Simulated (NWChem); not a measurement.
**SiNH4F (SMILES N[SiH2]F) at PBE0/6-311+G(d,p)**

Aim: the vertical ionisation energy of SiNH4F at PBE0/6-311+G**, from 2 runs. 

The calculation is run with NWChem 7.3.0.

### Step 1. The structure to begin with

SiNH4F: 7 atoms, total charge 0, spin state singlet. SMILES: `N[SiH2]F`. The coordinates come from a PBE0-D4/def2-TZVP relaxation. This is one conformer, not always the lowest.

Bond lengths: N1–Si2 1.696 Å, Si2–F3 1.605 Å, N1–H4 1.006 Å, N1–H5 1.006 Å, Si2–H6 1.479 Å, Si2–H7 1.479 Å. Angles: N1–Si2–F3 114.6°, N1–Si2–H6 108.3°, N1–Si2–H7 108.3°, F3–Si2–H6 105.8°, F3–Si2–H7 105.8°, Si2–N1–H4 122.0°, Si2–N1–H5 122.0°, H6–Si2–H7 114.0°, H4–N1–H5 111.8°.

### Step 2. A single-point energy at PBE0/6-311+G(d,p)

File mol.nw:

```
start mol
title "FH4NSi"
memory 2200 mb
charge 0

geometry units angstrom noautosym nocenter noautoz
  N    -0.761500    0.339000   -0.625200
  Si    0.531100   -0.115700    0.373400
  F     0.515100   -1.653900    0.829800
  H    -0.786600    0.105100   -1.603600
  H    -1.682200    0.513500   -0.258400
  H     0.455900    0.676200    1.620700
  H     1.789400    0.068000   -0.382300
end

basis spherical bse
  * library 6-311+G**
end

dft
  xc pbe0
  grid lebedev 99 14
  convergence energy 1e-08
  iterations 100
  mulliken
  print low
end

task dft
```

The run is started by

```
nwchem mol.nw > mol.out
```

The program printed:

```text
Northwest Computational Chemistry Package (NWChem) 7.3.0
             --------------------------------------------------------

           Job information
           ---------------

    nwchem branch   = 7.3.0
    use scalapack   = T
    input           = mol.nw
    prefix          = mol.
    data base       = ./mol.db
    status          = startup
    nproc           =        1

           Memory information
           ------------------

    heap     =     72089596 doubles =      550.0 Mbytes
    stack    =     72089601 doubles =      550.0 Mbytes
    global   =    144179200 doubles =     1100.0 Mbytes (distinct from heap & stack)
    total    =    288358397 doubles =     2200.0 Mbytes
    verify   = yes
    hardfail = no

           Directory information
           ---------------------

  0 permanent = .
  0 scratch   = .

                                NWChem Input Module
                                -------------------

                                      FH4NSi
                                      ------

 Scaling coordinates for geometry "geometry" by  1.889725989
 (inverse scale =  0.529177249)

                             Geometry "geometry" -> ""
                             -------------------------

 Output coordinates in angstroms (scale by  1.889725989 to convert to a.u.)

  No.       Tag          Charge          X              Y              Z
 ---- ---------------- ---------- -------------- -------------- --------------
    1 N                    7.0000    -0.76150000     0.33900000    -0.62520000
    2 Si                  14.0000     0.53110000    -0.11570000     0.37340000
    3 F                    9.0000     0.51510000    -1.65390000     0.82980000
    4 H                    1.0000    -0.78660000     0.10510000    -1.60360000
    5 H                    1.0000    -1.68220000     0.51350000    -0.25840000
    6 H                    1.0000     0.45590000     0.67620000     1.62070000
    7 H                    1.0000     1.78940000     0.06800000    -0.38230000

      Atomic Mass
      -----------

      N                 14.003070
      Si                27.976930
      F                 18.998400
      H                  1.007825

 Effective nuclear repulsion energy (a.u.)     118.5879552536

            Nuclear Dipole moment (a.u.)
            ----------------------------
        X                 Y               Z
 ---------------- ---------------- ----------------
    12.3159111854   -24.1301001208    14.5429532629

            XYZ format geometry
            -------------------
     7
 geometry
 N                    -0.76150000     0.33900000    -0.62520000
 Si                    0.53110000    -0.11570000     0.37340000
 F                     0.51510000    -1.65390000     0.82980000
 H                    -0.78660000     0.10510000    -1.60360000
 H                    -1.68220000     0.51350000    -0.25840000
 H                     0.45590000     0.67620000     1.62070000
 H                     1.78940000     0.06800000    -0.38230000

 ==============================================================================
                                internuclear distances
 ------------------------------------------------------------------------------
       center one      |      center two      | atomic units |  angstroms
 ------------------------------------------------------------------------------
    2 Si               |   1 N                |     3.20406  |     1.69551
    3 F                |   2 Si               |     3.03218  |     1.60456
    4 H                |   1 N                |     1.90160  |     1.00628
    5 H                |   1 N                |     1.90167  |     1.00632
    6 H                |   2 Si               |     2.79559  |     1.47936
    7 H                |   2 Si               |     2.79536  |     1.47924
 ------------------------------------------------------------------------------
                         number of included internuclear distances:          6
 ==============================================================================

 ==============================================================================
                                 internuclear angles
 ------------------------------------------------------------------------------
        center 1       |       center 2       |       center 3       |  degrees
 ------------------------------------------------------------------------------
    2 Si               |   1 N                |   4 H                |   121.96
    2 Si               |   1 N                |   5 H                |   121.96
    4 H                |   1 N                |   5 H                |   111.83
    1 N                |   2 Si               |   3 F                |   114.65
    1 N                |   2 Si               |   6 H                |   108.32
    1 N                |   2 Si               |   7 H                |   108.32
    3 F                |   2 Si               |   6 H                |   105.83
    3 F                |   2 Si               |   7 H                |   105.83
    6 H                |   2 Si               |   7 H                |   114.05
 ------------------------------------------------------------------------------
                            number of included internuclear angles:          9
 ==============================================================================

 Summary of "ao basis" -> "" (spherical)
 ------------------------------------------------------------------------------
       Tag                 Description            Shells   Functions and Types
 ---------------- ------------------------------  ------  ---------------------
 *                         6-311+G**                  on all atoms

                                 NWChem DFT Module
                                 -----------------

                                      FH4NSi

                      Basis "ao basis" -> "ao basis" (spherical)
                      -----
  [basis functions not shown]

 Summary of "ao basis" -> "ao basis" (spherical)
 ------------------------------------------------------------------------------
       Tag                 Description            Shells   Functions and Types
 ---------------- ------------------------------  ------  ---------------------
 N                         6-311+G**                10       22   5s4p1d
 Si                        6-311+G**                14       30   7s6p1d
 F                         6-311+G**                10       22   5s4p1d
 H                         6-311+G**                 4        6   3s1p

  Caching 1-el integrals
   Time after variat. SCF:      0.4

     ---------------------------------------------
      Total Density - Mulliken Population Analysis
     ---------------------------------------------

    Atom       Charge   Shell Charges
 -----------   ------   -------------------------------------------------------
    1 N    7     8.03   1.09  0.90  0.82  0.90  2.02  0.65  1.56 -0.04  0.10  0.01
    2 Si  14    12.98   0.79  1.18  0.97  1.02  0.75  0.47  1.95  3.95  0.51  0.94  0.18  0.04  0.02  0.22
    3 F    9     9.47   1.08  0.92  1.22  1.10  2.56  0.89  1.84 -0.14  0.01  0.00
    4 H    1     0.65   0.22  0.33  0.06  0.04
    5 H    1     0.65   0.22  0.33  0.06  0.04
    6 H    1     1.11   0.23  0.57  0.30  0.01
    7 H    1     1.11   0.23  0.57  0.30  0.01
   Time prior to 1st pass:      0.4

           Memory utilization after 1st SCF pass:
           Heap Space remaining (MW):       36.71            36711932
          Stack Space remaining (MW):       72.09            72088876

   convergence    iter        energy       DeltaE   RMS-Dens  Diis-err    time
 ---------------- ----- ----------------- --------- --------- ---------  ------
 d= 0,ls=0.0,diis     1   -446.2853593317 -5.65D+02  8.13D-03  8.62D-01     1.9
 d= 0,ls=0.0,diis     2   -446.2665863382  1.88D-02  4.66D-03  1.04D+00     3.4
 d= 0,ls=0.0,diis     3   -446.3476211028 -8.10D-02  7.58D-04  5.24D-02     4.9
 d= 0,ls=0.0,diis     4   -446.3508966915 -3.28D-03  2.91D-04  3.18D-03     6.4
 d= 0,ls=0.0,diis     5   -446.3511569017 -2.60D-04  9.20D-05  4.13D-04     7.9
  Resetting Diis
 d= 0,ls=0.0,diis     6   -446.3511956351 -3.87D-05  1.54D-05  6.74D-06     9.3
 d= 0,ls=0.0,diis     7   -446.3511962453 -6.10D-07  3.38D-06  1.30D-07    10.8
 d= 0,ls=0.0,diis     8   -446.3511962523 -7.04D-09  1.44D-06  4.66D-08    12.3

         Total DFT energy =     -446.351196252298
      One electron energy =     -853.609116197954
           Coulomb energy =      328.285520010709
    Exchange-Corr. energy =      -39.615555318700
 Nuclear repulsion energy =      118.587955253647

 Numeric. integr. density =       34.000000064819

     Total iterative time =     11.9s

     ---------------------------------------------
      Total Density - Mulliken Population Analysis
     ---------------------------------------------

    Atom       Charge   Shell Charges
 -----------   ------   -------------------------------------------------------
    1 N    7     7.81   1.10  0.90  0.80  0.84  1.85  0.69  1.51 -0.03  0.16  0.01
    2 Si  14    13.22   0.79  1.18  0.95  1.03  0.80  0.40  1.97  3.90  0.66  1.07  0.09  0.04  0.02  0.31
    3 F    9     9.27   1.08  0.92  1.17  1.08  2.38  0.92  1.83 -0.15  0.05  0.00
    4 H    1     0.72   0.27  0.39  0.02  0.05
    5 H    1     0.72   0.27  0.39  0.02  0.05
    6 H    1     1.13   0.25  0.59  0.27  0.01
    7 H    1     1.13   0.25  0.59  0.27  0.01

     -------------------------------------------
      Total Density - Lowdin Population Analysis
     -------------------------------------------

    Atom       Charge   Shell Charges
 -----------   ------   -------------------------------------------------------
    1 N    7     7.43   1.04  0.94  0.79  0.62  1.75  0.42  1.43  0.09  0.33  0.02
    2 Si  14    13.14   0.90  1.08  0.93  1.01  0.45  0.26  2.16  3.53  0.82  1.03  0.35  0.08  0.09  0.44
    3 F    9     9.45   1.03  0.96  1.18  0.99  2.34  0.70  1.69  0.15  0.40  0.00
    4 H    1     0.91   0.27  0.38  0.12  0.14
    5 H    1     0.91   0.27  0.38  0.12  0.14
    6 H    1     1.09   0.26  0.52  0.28  0.02
    7 H    1     1.09   0.26  0.52  0.28  0.02

 Task  times  cpu:       12.3s     wall:       12.3s
 Total times  cpu:       12.3s     wall:       12.3s
```

It took 14 s on 1 thread of AMD EPYC 7R13 (Zen 3), shared host; peak memory 0.11 GiB.

(Part 1 of 2 ends here.)
